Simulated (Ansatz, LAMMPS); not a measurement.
Zinc-blende GaAs, lattice constant a

Reference value: 5.64 Å (measured, static lattice: zero-point anharmonic expansion removed; as tabulated in Mejia-Rodriguez and Trickey (2018), arXiv:1807.09216).

Problem. What do BOP GaAs.bop.table, PBE, PBE-D3(BJ), PBE0, Hartree–Fock give, and how far is each from the reference?

Solution. 
```json
[
 {"level (code)": "BOP GaAs.bop.table (LAMMPS)", "value (Å)": "5.664", "error (%)": "+0.43"},
 {"level (code)": "PBE (Ansatz)", "value (Å)": "5.745", "error (%)": "+1.86"},
 {"level (code)": "PBE-D3(BJ) (Ansatz)", "value (Å)": "5.676", "error (%)": "+0.64"},
 {"level (code)": "PBE0 (Ansatz)", "value (Å)": "5.677", "error (%)": "+0.66"},
 {"level (code)": "Hartree–Fock (Ansatz)", "value (Å)": "5.755", "error (%)": "+2.04"}
]
```

Closest of the ranked levels: BOP GaAs.bop.table (+0.43 %). Among them Hartree–Fock (+2.04 %) misses by most. Every level misses the reference by more than 0.3 %. All 5 levels lie above the reference.

Cutoffs and k meshes differ between the levels. Ansatz's density-functional and Hartree–Fock values are scalar-relativistic unless marked +SOC, with PAW data made under PBE.

Empirical potentials (BOP GaAs.bop.table) are fitted to chosen data: where that held the value shown, agreement is built in, and what lay outside the fit can be far off.

Differences are worked out from the printed values.

Ansatz is an electronic-structure program.
